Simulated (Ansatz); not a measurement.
**BH4OSi+ (SMILES BO[SiH2+]): single points off equilibrium**

Aim: energy, forces and dipole at a structure displaced at random from a GFN2-xTB minimum, from CCSD(T) and from density functionals.

The runs use Ansatz 0.2.0, Gaussian basis; single points in def2-TZVPP.

Cores are frozen in the correlated methods.

## 1. Where the work starts

SMILES `BO[SiH2+]`, 7 atoms, charge 1, spin multiplicity 1.

Atoms are counted from 1 here; the program's logs count them from 0.

Bond lengths: B1–O2 1.176 Å, B1–H4 1.253 Å, O2–Si3 1.640 Å, Si3–H6 1.486 Å, Si3–H7 1.587 Å. Angles: O2–B1–H4 135.1°, B1–O2–Si3 166.9°, O2–Si3–H6 111.2°, O2–Si3–H7 121.8°, H6–Si3–H7 126.5°.

As a file:

```xyz
7
charge 1, multiplicity 1
B    -1.1232    0.1731   -0.7283
O    -0.1714    0.1097   -0.0408
Si    1.2946   -0.1780    0.6346
H    -1.7912   -0.6489   -1.3984
H    -2.0521    1.2056   -0.3079
H     1.5641    0.7595    1.7558
H     2.1747   -1.4316    0.2185
```

## 2. CCSD(T)/def2-TZVPP

File run/in.yaml:

```yaml
crystal:
  periodic: [false, false, false]
  atoms:
    - {symbol: B, position_ang: [-1.123200, 0.173100, -0.728300]}
    - {symbol: O, position_ang: [-0.171400, 0.109700, -0.040800]}
    - {symbol: Si, position_ang: [1.294600, -0.178000, 0.634600]}
    - {symbol: H, position_ang: [-1.791200, -0.648900, -1.398400]}
    - {symbol: H, position_ang: [-2.052100, 1.205600, -0.307900]}
    - {symbol: H, position_ang: [1.564100, 0.759500, 1.755800]}
    - {symbol: H, position_ang: [2.174700, -1.431600, 0.218500]}
basis:
  gaussian: {orbitals: def2-TZVPP}
total_charge: 1
correlation: {method: ccsd_t}
output: {forces: true}
```

The command line of these runs was not kept.

## 3. PBE0-D4/def2-TZVPP

Edit run/in.yaml of step 2 so:

```diff
@@ -13,3 +13,3 @@
 total_charge: 1
-correlation: {method: ccsd_t}
-output: {forces: true}
+hamiltonian: {xc: pbe0, dispersion: d4}
+output: {forces: true, orbitals: {seedname: orbitals}}
```

## 4. wB97M-V/def2-TZVPP

Edit run/in.yaml of step 3 so:

```diff
@@ -13,3 +13,3 @@
 total_charge: 1
-hamiltonian: {xc: pbe0, dispersion: d4}
-output: {forces: true, orbitals: {seedname: orbitals}}
+hamiltonian: {xc: {name: wB97M-V}}
+output: {forces: true}
```

## 5. r2SCAN-D4/def2-TZVPP

Edit run/in.yaml of step 4 so:

```diff
@@ -13,3 +13,3 @@
 total_charge: 1
-hamiltonian: {xc: {name: wB97M-V}}
+hamiltonian: {xc: r2scan, dispersion: d4}
 output: {forces: true}
```

## 6. PBE-D4/def2-TZVPP

Edit run/in.yaml of step 5 so:

```diff
@@ -13,3 +13,3 @@
 total_charge: 1
-hamiltonian: {xc: r2scan, dispersion: d4}
+hamiltonian: {xc: pbe, dispersion: d4}
 output: {forces: true}
```

## 7. revPBE-D4/def2-TZVPP

Edit run/in.yaml of step 6 so:

```diff
@@ -13,3 +13,3 @@
 total_charge: 1
-hamiltonian: {xc: pbe, dispersion: d4}
+hamiltonian: {xc: {name: revPBE}, dispersion: d4}
 output: {forces: true}
```

## 8. SPW92/def2-TZVPP

Edit run/in.yaml of step 7 so:

```diff
@@ -13,3 +13,3 @@
 total_charge: 1
-hamiltonian: {xc: {name: revPBE}, dispersion: d4}
+hamiltonian: {xc: lda}
 output: {forces: true}
```

(Steps that only read results are left out.)

Q: Predict the outcome of this session. Wanted: energy less free atoms, CCSD(T)/def2-TZVPP; RMS force component; RMS force error; HOMO and LUMO, PBE0-D4; T1 diagnostic.

The runs gave:

```
                                  quantity                                                                                           value
energy less free atoms, CCSD(T)/def2-TZVPP                                                                                 -317.7 kcal/mol
                       RMS force component                                                            4.504 to 5.441 eV/Å over the methods
                           RMS force error  PBE0-D4 0.318, wB97M-V 0.177, r2SCAN-D4 0.445, PBE-D4 0.737, revPBE-D4 0.688, SPW92 0.956 eV/Å
                    HOMO and LUMO, PBE0-D4                                                                             -11.70 and -9.87 eV
                             T1 diagnostic                                                                                           0.015
```

In words: Against CCSD(T) the functionals' energies less atoms differ by -90.9 to -7.6 kcal/mol, PBE-D4 by -20.7 kcal/mol. A larger basis would deepen the CCSD(T) value, while the functionals are nearly converged already, so the order here is not reliable. On forces the order runs from wB97M-V to SPW92. Frozen-core CCSD(T) forces in triple zeta carry basis errors of their own, and this is one geometry, so small gaps rank nothing.
